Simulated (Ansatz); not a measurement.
**What a trial cell of CsP3 relaxes into**

Theory: DFT PBE, scalar-relativistic, plane waves, PAW in Ansatz 0.2.0. Cutoff 420 eV, Γ-centred k mesh, Gaussian smearing, no spin polarisation in the final step.

The start puts CsP3 on the TiAl3 (D0_22) structure type (I4/mmm, No. 139), with Cs in place of Ti, P in place of Al, at a guessed volume.

```
CELL_PARAMETERS angstrom
-2.21853 2.21853 4.95567
2.21853 -2.21853 4.95567
2.21853 2.21853 -4.95567
ATOMIC_POSITIONS crystal
Cs 0.00000 0.00000 0.00000
P 0.50000 0.50000 0.00000
P 0.25000 0.75000 0.50000
P 0.75000 0.25000 0.50000
```

Cell and atoms relax at zero pressure; the relaxation can't lower the symmetry of the start.

Energies over the elements count from the elements' standard structures at the same level, with no empirical corrections.

Question: Which crystal results?

Answer: It keeps I4/mmm (No. 139). The result has the TiAl3 (D0_22) structure. Conventional cell: a = 4.761 Å, c = 8.090 Å. Cs is coordinated by 8 P at 3.12 Å and 4 P at 3.37 Å; P on Wyckoff site b (1 atom of the primitive cell) has 8 P at 3.12 Å and 4 Cs at 3.37 Å; P on Wyckoff site d (2 atoms of the primitive cell) is coordinated by 4 Cs at 3.12 Å, 4 P at 3.12 Å and 4 P at 3.37 Å.

```
Cs P
1.0
    -2.38033    2.38033    4.04510
     2.38033   -2.38033    4.04510
     2.38033    2.38033   -4.04510
Cs P
1 3
Direct
  0.00000 0.00000 0.00000
  0.50000 0.50000 0.00000
  0.25000 0.75000 0.50000
  0.75000 0.25000 0.50000
```

Question: What are its volume, energy, density and gap?

Answer: The volume per atom is 22.92 Å³, the density is 4.09 g/cm³ and the energy over the elements is 1.07 eV/atom. The gap on the 14×14×14 mesh is 0 eV (a metal).

The final run used a 14×14×14 mesh on its 4-atom cell and 0.10 eV smearing. For metals, differences of a few meV/atom aren't resolved. Symmetry constrained the relaxation, so the result can be a saddle point.

Cost: 3 runs of about 2.4 core-minutes in all, on Intel Xeon 6975P-C (Granite Rapids) (shared hosts).